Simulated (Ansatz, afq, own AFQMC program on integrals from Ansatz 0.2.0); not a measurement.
## Where AFQMC and coupled cluster stand for BSiH, triplet

```xyz
3

Si    0.0000    0.0000    1.6588
B     0.0000    0.0000   -0.2364
H     0.0000    0.0000   -1.4224
```

Connectivity, by distances: Si–BH.

Basis cc-pVDZ. Only valence electrons are correlated. Integrals, coupled cluster, full CI and functionals: Ansatz 0.2.0; the random walks run on the same integrals in our own AFQMC program. The CISD trial takes its coefficients from CCSD amplitudes. Released means that phaseless walkers are propagated on without the constraint, phases kept. Uncertainties: one standard error, sampling alone.

Determinant: UHF, the one that the program's search chose, which needn't be the lowest solution. The geometry is a PBE0/def2-TZVP stationary point of this or a neighbouring charge and spin state.

No full CI on the walks' own integrals is used here; CCSDTQ serves as the reference and is uncertain by about the last step of the cluster series.

Cautions: the released energies move by 1.5 errors or more from one time to the next, so no released level is given (meV from the phaseless value at times in 1/Eh: -5 ± 3 at 0.24, -11 ± 3 at 0.51, -13.5 ± 1.8 at 0.99, -12 ± 5 at 1.62, -17 ± 3 at 2.40), though the last usable value meets CCSDTQ within the noise.

* T1 diagnostic: 0.0168
* weight of the determinant in the CISD state: 0.885
* ⟨S²⟩ of the determinant: 2.019
* size of the correlated space: 8 electrons in 31 orbitals

Reference: CCSDTQ, correlation energy -4.566 eV.

```json
{"level": "HF", "E − E(reference) (kJ/mol)": "440.5", "share of correlation (%)": "0.00"}
{"level": "MP2", "E − E(reference) (kJ/mol)": "104.5", "share of correlation (%)": "76.28"}
{"level": "CCSD", "E − E(reference) (kJ/mol)": "20.7", "share of correlation (%)": "95.30"}
{"level": "CCSD(T)", "E − E(reference) (kJ/mol)": "4.9", "share of correlation (%)": "98.88"}
{"level": "CCSDT", "E − E(reference) (kJ/mol)": "1.1", "share of correlation (%)": "99.74"}
{"level": "CCSDT(Q)", "E − E(reference) (kJ/mol)": "0.1", "share of correlation (%)": "99.97"}
{"level": "ph-AFQMC/CISD", "E − E(reference) (kJ/mol)": "1.9 ± 0.4", "share of correlation (%)": "99.56"}
```

CCSDT and higher add their correlation energy to the determinant of the CCSD(T) run, since their own runs factorise the integrals more tightly (a shift of under 2 meV). A walk keeps the symmetry of its determinant, which the program's search chose and which needn't be the lowest solution, so a lower state of the same spin and another symmetry isn't excluded.
